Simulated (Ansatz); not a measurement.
# C6H10: which of these isomers lies lowest?

2 of its isomers, all singlets with charge 0: A = 1-methylcyclopentene `CC1=CCCC1`; B = cyclohexene `C1=CCCCC1`.

Shapes, held fixed at every level: PBE0-D4/def2-TZVP. Flexible molecules stand in one conformer, not always the lowest. Programs: Ansatz 0.2.0.

A:

```xyz
16

C    -0.1823    0.1540    2.1967
C     0.0396    0.0388    0.7318
C     1.2047   -0.0273    0.0915
C     1.0388   -0.2036   -1.3882
C    -0.4495    0.1164   -1.6054
C    -1.1088   -0.0823   -0.2342
H    -0.7528   -0.7017    2.5741
H    -0.7680    1.0478    2.4364
H     0.7595    0.2044    2.7454
H     2.1732   -0.0058    0.5800
H     1.6948    0.4453   -1.9758
H     1.2813   -1.2334   -1.6828
H    -0.5499    1.1634   -1.9027
H    -0.9057   -0.4880   -2.3912
H    -1.9024    0.6457   -0.0371
H    -1.5723   -1.0738   -0.1385
```

B:

```xyz
16

C    -0.4641   -0.2365    1.4527
C     0.8513   -0.2508    1.2626
C     1.4933   -0.0634   -0.0766
C     0.4879   -0.1932   -1.2129
C    -0.7883    0.5710   -0.8939
C    -1.4533    0.0133    0.3573
H    -0.8588   -0.4077    2.4507
H     1.5095   -0.4114    2.1123
H     2.3020   -0.7919   -0.2000
H     1.9798    0.9210   -0.1123
H     0.9273    0.1595   -2.1500
H     0.2435   -1.2521   -1.3572
H    -1.4818    0.5377   -1.7386
H    -0.5410    1.6262   -0.7295
H    -1.9789   -0.9222    0.1216
H    -2.2284    0.7004    0.7138
```

Enthalpies at 298 K in kJ/mol, with harmonic thermal terms from PBE0-D4/def2-TZVP. Measured gas-phase heats of formation: A CRC Handbook of Chemistry and Physics; B CRC Handbook of Chemistry and Physics.

```tsv
level	kind	B − A
HF/def2-SVP	Hartree–Fock	-3.1
HF/def2-TZVPP	Hartree–Fock	-1.1
PBE-D4/def2-TZVPP	GGA	+2.3
r2SCAN-D4/def2-TZVPP	meta-GGA	+0.3
PBE0-D4/def2-TZVPP	global hybrid	+0.7
MP2/def2-SVP	perturbation theory	-1.6
CCSD(T)/def2-SVP	coupled cluster or CI	-3.5
CCSD(T)/CBS estimate	coupled cluster or CI	-1.8
measured	experiment	-1.2
```

Experiment puts B lowest of these. PBE-D4/def2-TZVPP, r2SCAN-D4/def2-TZVPP (by under 2 kJ/mol), PBE0-D4/def2-TZVPP (by under 2 kJ/mol) put A lowest. Absolute errors: HF/def2-TZVPP 0.1; MP2/def2-SVP 0.4; CCSD(T)/CBS estimate 0.6; r2SCAN-D4/def2-TZVPP 1.5; PBE0-D4/def2-TZVPP 1.9; HF/def2-SVP 1.9; CCSD(T)/def2-SVP 2.3; PBE-D4/def2-TZVPP 3.5 kJ/mol. The CBS estimate extrapolates MP2 from def2-TZVPP and def2-QZVPP and adds CCSD(T) − MP2 in the triple-zeta set, cores frozen. Gaps this small can turn on the conformers taken.
